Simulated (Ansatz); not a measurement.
## HPN⁺, triplet: the ladder up to UCCSDTQ

Geometry: that of the HPN, quartet, kept fixed.

```yaml
atoms:
  - { symbol: N, position_ang: [0.0000, 0.0521, 1.2556] }
  - { symbol: P, position_ang: [0.0000, -0.0674, -0.5434] }
  - { symbol: H, position_ang: [0.0000, 1.3455, -0.7511] }
```

Basis cc-pVDZ; Ansatz 0.2.0. Correlated methods freeze the noble-gas cores, which leaves 10 electrons in 31 orbitals. R marks a restricted (for open shells ROHF) determinant, U an unrestricted one. Active spaces: valence = (10e, 9o) chosen from the atoms' valence shells.

Full CI isn't at hand for all of this; UCCSDTQ serves as the reference, and is uncertain by the last step of the cluster series or more. The frozen core follows each run's orbitals, which can shift R against U totals by a few meV.

HF rows: RHF is the determinant under the cluster runs, UHF is the lowest solution found. Coupled cluster chose its determinant by a search with trial CCSD, here up to 0.17 eV above the lowest Hartree–Fock solution of its kind, and MP2 stands on that determinant too. For open shells CISD is restricted-active-space CI with the open shells as a complete middle space.

```
UHF ⟨S²⟩                            : 2.864
⟨S²⟩ of the determinant under UCCSD : 2.023
T1 diagnostic (RCCSD)               : 0.0390
largest doubles amplitude (RCCSD)   : 0.052
T1 diagnostic (UCCSD)               : 0.0380
```

```csv
level,E − E(UCCSDTQ) (kJ/mol),share of correlation (%),wall time
RHF,653.0,0.00,–
UHF†,619.6,–,1 s
RMP2,138.1,78.84,–
UMP2,139.6,78.62,–
CISD,72.9,88.83,1.4 s
RCCSD,26.8,95.89,–
UCCSD,26.4,95.96,–
RCCSD(T),6.5,99.00,3.8 s
UCCSD(T),6.6,98.99,6 s
BCCD(T),6.6,98.98,3.9 s
RCCSDT,1.9,99.71,–
UCCSDT,1.8,99.73,–
RCCSDT(Q),0.2,99.97,15 s
UCCSDT(Q),-0.1,100.01,17 s
RCCSDTQ,0.1,99.99,48 s (H100)
CASSCF (valence space),442.6,32.22,–
NEVPT2 (valence space),91.8,85.94,2.8 s
MRCISD (valence space),28.5,95.64,–
MRCISD+Q (valence space),1.3,99.80,4.5 s
MRCISD+Q(relaxed) (valence space),-2.0,100.31,5.5 s
```

A dagger marks rows that describe another state than the reference (another or a broken symmetry, a higher spin or other natural occupations), so the difference holds a gap between states beside the method's error.

The correlation energy at UCCSDTQ, counted from RHF, is -6.768 eV. That run took 76 s on 2 threads of AMD EPYC 7R13 with a shared H100 80 GB, shared host.

Times hold each run's SCF and search for its determinant on a shared host, so for small cases they say little of a method's own cost; rows without a card ran on 1 thread of AMD EPYC 7R13.

Natural occupations of CASSCF (valence space) about the gap: 1.991 1.981 1.953 1.929 1.006 0.987 0.070 0.055 0.027; effectively unpaired electrons, Σ n²(2−n)², 2.06.
